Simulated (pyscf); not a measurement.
**Four-centre exchange: `[CH3][InH][CH3]` + `[NH3]` → `[CH3][In]([CH3])[NH2]` + `[H][H]`**

Gas phase, singlet surface, charge 0. Bonds broken: In2–H7, N11–H12. Bonds formed: In2–N11, H7–H12. Single points on ωB97X-D3(BJ)/def2-SVP structures (PySCF, gas phase).

Transition state (Å):

```xyz
14

C     -2.5092     1.4956     0.4648
In    -0.6661     0.5131    -0.0317
C     -0.1554    -1.3073    -1.0487
H     -3.1892     0.8132     0.9965
H     -2.3125     2.3657     1.1084
H     -3.0185     1.8432    -0.4479
H      0.4926     0.4947     1.8029
H     -0.4416    -1.2492    -2.1107
H      0.9287    -1.4835    -0.9876
H     -0.6757    -2.1675    -0.6014
N      1.0208     1.9135     0.0021
H      0.9167     1.1686     1.2169
H      0.8532     2.9188     0.0440
H      1.8363     1.7501    -0.5883
```

One imaginary mode, 1278i cm⁻¹; descent along it reached the two sides named, in the forms told below.

```json
[
 {"bond": "In2–H7", "change": "breaks", "reactant side (Å)": "1.749", "saddle": "2.170", "product side": "2.9"},
 {"bond": "N11–H12", "change": "breaks", "reactant side (Å)": "1.020", "saddle": "1.429", "product side": "3.1"},
 {"bond": "In2–N11", "change": "forms", "reactant side (Å)": "2.411", "saddle": "2.193", "product side": "2.030"},
 {"bond": "H7–H12", "change": "forms", "reactant side (Å)": "3.1", "saddle": "0.989", "product side": "0.762"}
]
```

Electronic energies relative to the separated reactants (kJ/mol):

```
level                   barrier  reaction energy  reverse barrier
----------------------  -------  ---------------  ---------------
ωB97X-D3(BJ)/def2-TZVP     70.6             -5.2             75.8
PBE/def2-TZVP              62.2             -0.1             62.3
r²SCAN/def2-TZVP           61.3             -3.3             64.7
B3LYP-D3(BJ)/def2-TZVP     72.0             -2.4             74.4
PBE0-D3(BJ)/def2-TZVP      67.4             +3.4             64.0
M06-2X/def2-TZVP           63.5            -15.8             79.3
ωB97M-D3(BJ)/def2-TZVP     81.4             +3.8             77.6
HF/def2-TZVP              137.2            +18.9            118.3
```

With ωB97M-D3(BJ)/def2-TZVP energies and thermal terms (ideal gas, 1 atm, RRHO with modes under 100 cm⁻¹ raised to 100, one conformer, R ln 2 for rigid chiral ones), in kJ/mol:

| T (K) | ΔH‡ | ΔG‡ | ΔH | ΔG |
|---|---|---|---|---|
| 298 | 73.4 | 117.3 | -6.3 | -0.1 |
| 600 | 75.1 | 161.3 | -0.4 | +3.9 |
| 900 | 78.5 | 203.6 | +3.9 | +5.0 |
| 1200 | 82.2 | 244.8 | +6.9 | +4.9 |

On the reactant side the descent ends in an adduct with a In–N contact, 81.5 kJ/mol under the separated species and 152.1 kJ/mol under the saddle at ωB97X-D3(BJ)/def2-TZVP. What is counted as formed (In–N) is already present as a longer contact in the reactant adduct; forming that adduct is a step of its own. At the saddle there is also a short H–In contact that neither side keeps. One saddle was located; it need not be the lowest between these sides. Elements past Kr carry the def2 core potentials, without spin-orbit coupling.
